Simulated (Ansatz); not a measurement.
Structure relaxation of Y₃TiOs

Theory: DFT PBE, scalar-relativistic, plane waves, PAW in Ansatz. Cutoff 420 eV, Γ-centred k mesh, Gaussian smearing, no spin polarisation in the final step.

This is the end of a relaxation of cell and atoms.

```
Y Ti Os
1.0
     5.33765    0.00000    0.00000
     0.00000    5.33765    0.00000
     0.00000    0.00000    5.33765
Y Ti Os
3 1 1
Direct
  0.50000 0.50000 0.00000
  0.00000 0.50000 0.50000
  0.50000 0.00000 0.50000
  0.00000 0.00000 0.00000
  0.50000 0.50000 0.50000
```

Energies over the elements count from the elements' standard structures at the same level, with no empirical corrections.

(1) What space group does it have?

(2) How far does it lie from the elements in energy?

(3) Is it a metal?

Answers

(1) Pm-3m (No. 221). Conventional cell: a = 5.338 Å. Y has 2 Os at 2.67 Å; Ti has 12 Y at 3.77 Å; around Os lie 6 Y at 2.67 Å.

(2) 0.42 eV/atom.

(3) Yes, bands cross the Fermi level on the 8×8×8 mesh.

The final run used a 8×8×8 mesh on its 5-atom cell and 0.10 eV smearing. The k mesh leaves about 4 meV/atom of noise in metals. Spin–orbit coupling is left out. The cell came from a trial start, so Y₃TiOs may not exist in this structure.

Cost: 3 runs of about 9.3 core-minutes in all, on Arm Neoverse N1 (shared hosts).